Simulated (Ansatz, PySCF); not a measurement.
Gas-phase reaction in SMILES: C (CH4) → C (CH4) as doublet, charge +1 + e-
Each molecule is optimised on its own at B3LYP-D3(BJ)/def2-TZVP (Ansatz, a program for electronic structure). A spin state is the lowest found, not a proven ground state.

Quantity: adiabatic ionisation energy (0 K, with B3LYP-D3(BJ) harmonic zero-point energies from PySCF), in eV. Valence correlation only, unless marked. Open shells are spin-unrestricted. Spin-orbit coupling is left out. Non-relativistic. CBS marks a two-point X^-3 extrapolation of the correlation energy; Hartree-Fock from the larger set.

CCSD(T)/CBS(def2-TZVPPD,def2-QZVPPD) (Ansatz) gives 12.68 eV.

### Question
Another calculation gave 12.52 eV. Which level was it?
(A) HF/def2-TZVPD (PySCF)
(B) r2SCAN/def2-TZVPD (Ansatz)
(C) TPSSh/def2-TZVPD (PySCF)
(D) MN15/def2-TZVPD (PySCF)

### Answer
D, MN15/def2-TZVPD (PySCF). The others give 12.34 (TPSSh), 12.23 (r2SCAN), 11.72 (HF) eV.
